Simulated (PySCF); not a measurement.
Molecular orbitals of SiC⁺

B2PLYP at R = 1.822 Å; PySCF, no relativity, basis sets Si 6-311G(d,p), C 6-311G(d,p). State: ⁴Σ⁻ (quartet), unpaired electrons σ ↑, π ↑↑. Only the outer orbitals are listed, counted within each symmetry.

```
spin  orbital  occ.  ε (eV)  on Si (%)           main shells (%)
   α       5σ     1  -28.96         23           72 C s, 16 Si s
   α       6σ     1  -20.87         51   51 Si s, 26 C p, 22 C s
   α       2π     1  -16.61         22           78 C p, 20 Si p
   α       2π     1  -16.61         22           78 C p, 20 Si p
   α       7σ     1  -16.61         59  40 C p, 31 Si p, 27 Si s
   α       3π     0   -8.09         81           81 Si p, 19 C p
   α       3π     0   -8.09         81           81 Si p, 19 C p
   α       8σ     0   -4.03        109   91 Si p, 9 Si s, 8 Si d
   β       5σ     1  -24.86         39    52 C s, 32 Si s, 9 C p
   β       6σ     1  -17.74         76  61 Si s, 25 C s, 14 Si p
   β       2π     0   -9.56         72           72 Si p, 28 C p
   β       2π     0   -9.56         72           72 Si p, 28 C p
   β       7σ     0   -8.72         29   49 C p, 26 Si p, 22 C s
```

Q: Which are the highest filled and the lowest empty level, where do they sit, and how wide is the gap?

A: Highest filled α 7σ at -16.61 eV (in %: 40 C p, 31 Si p, 27 Si s); lowest empty β 2π at -9.56 eV (in %: 72 Si p, 28 C p); the gap at B2PLYP is 7.05 eV.

| Item | Value |
| --- | --- |
| bond order (Mayer) | 1.39 |
| ⟨S²⟩ | 3.752 |
| charge on Si (Mulliken, basis-dependent) | 1.08 |
| charge on Si (Löwdin, basis-dependent) | 0.95 |
| dipole moment (positive dipole points towards C; it is taken about the centre of mass and depends on that origin) | -1.28 D |

Shares are Mulliken populations and can fall outside 0 to 100 %.

Correlated steps freeze 6 core orbitals. B2PLYP dipoles, levels and charges come from its SCF part alone. The state was picked by a PBE0 search and need not be the measured ground state.
